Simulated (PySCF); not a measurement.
Species: C4H8NP.
Numbering: `[CH:1]#[C:2][CH2:3][P:4]([CH3:5])[NH2:6]` (hydrogens: H7 on C1; H8, H9 on C3; H10, H11, H12 on C5; H13, H14 on N6)

Jobs on this species (14 atoms, 54 electrons) with PySCF (density fitting). Hardware of each: one thread of an Arm Neoverse V1, shared host. The host was shared with other jobs, so the times are rough. Peak memory is the resident size of the whole Python process, interpreter and libraries included.

Task: Rank these jobs by wall time, shortest first.
A. PBE0/pcSseg-1; shieldings, charges and field gradients; 149 basis functions
B. CAM-B3LYP/def2-SVPD; 8 singlets by full TDDFT, 3 Tamm–Dancoff triplets, polarisability; 188 basis functions
C. delta-SCF UKS SCAN, pcX-2 on the ionised atom, pcseg-1 elsewhere, spin-free X2C; ΔSCF core ionisation, 7 holes; 170 basis functions

Result: A (14 s), B (26 s), C (78 s).

All jobs:

```tsv
level and settings	work	basis functions	SCF cycles	wall time	peak memory
PBE0/pcSseg-1	shieldings, charges and field gradients	149	14	14 s	0.71 GiB
CAM-B3LYP/def2-SVPD	8 singlets by full TDDFT, 3 Tamm–Dancoff triplets, polarisability	188	13	26 s	0.83 GiB
delta-SCF UKS SCAN, pcX-2 on the ionised atom, pcseg-1 elsewhere, spin-free X2C	ΔSCF core ionisation, 7 holes	170	128	78 s	0.62 GiB
```

Task: What do all jobs in the table cost together?

Result: About 2.0 min; the longest takes about 66 % of that, and about 5.6 times as long as the shortest.
